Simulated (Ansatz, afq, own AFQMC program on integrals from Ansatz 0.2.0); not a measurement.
AFQMC on a folder of integrals that Ansatz 0.2.0 wrote.

```yaml
crystal:
  periodic: [false, false, false]
  atoms:
    - {symbol: Ge, position_ang: [-0.389572, -0.002962, 0.001219]}
    - {symbol: N, position_ang: [2.208340, 0.016792, -0.006909]}
    - {symbol: H, position_ang: [-0.881859, 1.452665, 0.004275]}
    - {symbol: H, position_ang: [-0.861258, -0.737577, 1.265759]}
    - {symbol: H, position_ang: [-0.869186, -0.734952, -1.261860]}
basis:
  gaussian: {orbitals: cc-pVDZ}
magnetization: {spin_polarized: false, initial_magnetization: 2}
correlation: {method: ccsd_t, electrons: outside_noble_gas, hamiltonian_folder: ham}
```

```sh
$ ansatz run in.yaml --threads 1 --pin off --events-out ev --progress --plain --max-ram 1382MiB
```

afq runs on the folder ham with

```
--method phaseless --trial hf --walkers 120 --populations 1 --least-time 40 --time-step 0.005 --steps-per-block 20 --equilibration-blocks 160 --max-blocks 600 --target-error 0.00252 --factor-cut 1e-05 --start spin_pure --seed 796 --taylor-order 6
```

Times are imaginary, in 1/Eh. The walk had a cap of 1833 s. Filled inner d shells are frozen with the cores.

Output of the walk:

```
orbitals 41  electrons 7 5  factors 316 of 591
reference energy -2131.38375274 Eh
CCSD correlation -0.26601375 Eh in 14 cycles, weight of the determinant in the CISD state 0.8030
energy of the start -2131.383759 Eh
 block  time / (1/Eh)  mean weight  energy / Eh
     1     0.100  1.0014  -2131.432118
     2     0.200  1.0011  -2131.473890
     3     0.300  1.0013  -2131.503258
     4     0.400  1.0007  -2131.528284
     5     0.500  1.0024  -2131.548626
     8     0.800  1.0009  -2131.571964
    15     1.500  1.0024  -2131.615333
    57     5.700  0.9986  -2131.628915
    99     9.900  0.9988  -2131.630413
   141    14.100  1.0005  -2131.698760
   183    18.300  0.9994  -2131.632134
   225    22.500  1.0003  -2131.651110
   267    26.700  1.0008  -2131.626109
   309    30.900  1.0012  -2131.696315
   351    35.100  0.9982  -2131.642308
   393    39.300  1.0017  -2131.652553
   435    43.500  1.0006  -2131.622015
   477    47.700  0.9987  -2131.648767
   505    50.500  0.9990  -2131.703584
   519    51.900  0.9987  -2131.628868
   547    54.700  0.9986  -2131.659434
blocks merged  error / Eh  count
     1  0.000958  400
     2  0.001267  200
     4  0.001660  100
     8  0.002067  50
    16  0.002148  25
    32  0.002428  12
energy -2131.653658 +/- 0.002148 Eh
(rows thinned)
```

The run passed its tests (sampling time, drift between the halves within three errors, error under three times the target), which doesn't prove that it has relaxed. The second half of the sampling lies above the first by 1.8 errors of their difference, so the energy may still be moving and its error bar be too small.

Against this walk (error 58.5 meV) on the same determinant: CCSD(T) 127.0 meV lower. The error is statistical and leaves out the bias of the constraint. None of these is a sure reference here.

Cautions: constraint bias not in the error; no relativity below Rb; no spin-orbit coupling; inner d shell frozen; lower spins were not checked; higher spins were not checked; a spin-contaminated unrestricted determinant lies lower (UHF 1.17 eV lower, ⟨S²⟩ 2.68); strong correlation (T1 0.052, weight of the determinant 0.80, largest double 0.19); the bias of populations of 120 walkers isn't removed.

The walk took 4.1 min on 1 thread of Arm Neoverse V2, with other jobs on the host. The log's last line is the phaseless energy.

A walk keeps the symmetry of its determinant, which the program's search chose and which needn't be the lowest solution, so a lower state of the same spin and another symmetry isn't excluded.
